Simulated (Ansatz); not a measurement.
# FH6NSi: the cost of one run

The runs use Ansatz 0.2.0, Gaussian basis; PBE0-D4/def2-SVP.

2 further runs of the same task are left out: 2 that didn't finish.

## Step 1: Starting geometry

The start, a first-order saddle point found at PBE0-D4 in triple zeta: 9 atoms, charge 0, spin multiplicity 1.

Atoms are counted from 1 here; the program's logs count them from 0.

Bond lengths: Si1–H2 1.696 Å, Si1–H3 1.496 Å, Si1–H4 1.476 Å, Si1–N5 1.688 Å, N5–H8 1.004 Å, N5–H9 1.004 Å. Angles: H2–Si1–H3 86.8°, H2–Si1–H4 107.4°, H2–Si1–N5 121.8°, H3–Si1–H4 105.4°, H3–Si1–N5 101.0°, H4–Si1–N5 124.8°, Si1–N5–H8 121.7°, Si1–N5–H9 123.7°, H8–N5–H9 114.6°.

As a file:

```tsv
atom	x (Å)	y (Å)	z (Å)
Si1	-0.27544	-0.42607	0.17052
H2	1.23389	-1.15021	0.44259
H3	-0.58432	-1.59742	-0.70742
H4	-1.08713	-0.62434	1.38760
N5	-0.46776	0.85086	-0.91725
H6	1.34526	-0.31049	0.92417
F7	0.88093	0.75094	1.25374
H8	-0.80815	0.70204	-1.85001
H9	-0.23719	1.80477	-0.70393
```

## Step 2: The run

md/in.yaml

```yaml
crystal:
  periodic: [false, false, false]
  atoms:
    - {symbol: Si, position_ang: [-0.275441, -0.426071, 0.170516]}
    - {symbol: H, position_ang: [1.233895, -1.150207, 0.442587]}
    - {symbol: H, position_ang: [-0.584316, -1.597416, -0.707424]}
    - {symbol: H, position_ang: [-1.087130, -0.624337, 1.387597]}
    - {symbol: N, position_ang: [-0.467760, 0.850863, -0.917248]}
    - {symbol: H, position_ang: [1.345259, -0.310487, 0.924172]}
    - {symbol: F, position_ang: [0.880928, 0.750942, 1.253740]}
    - {symbol: H, position_ang: [-0.808148, 0.702040, -1.850008]}
    - {symbol: H, position_ang: [-0.237187, 1.804773, -0.703932]}
basis:
  gaussian: {orbitals: def2-SVP}
hamiltonian: {xc: pbe0, dispersion: d4}
md: {n_steps: 40, timestep: 0.75, temperature: 1500, ensemble: nvt_langevin, seed: 115, friction: 0.01, initial_velocities: maxwell_boltzmann}
```

Command:

```
ansatz run in.yaml --threads 2 --pin off --events-out ev --progress --plain --max-ram 4352MiB
```

**Question.** How long does this run take on 2 threads of Arm Neoverse V1, shared host?

About 51 s.
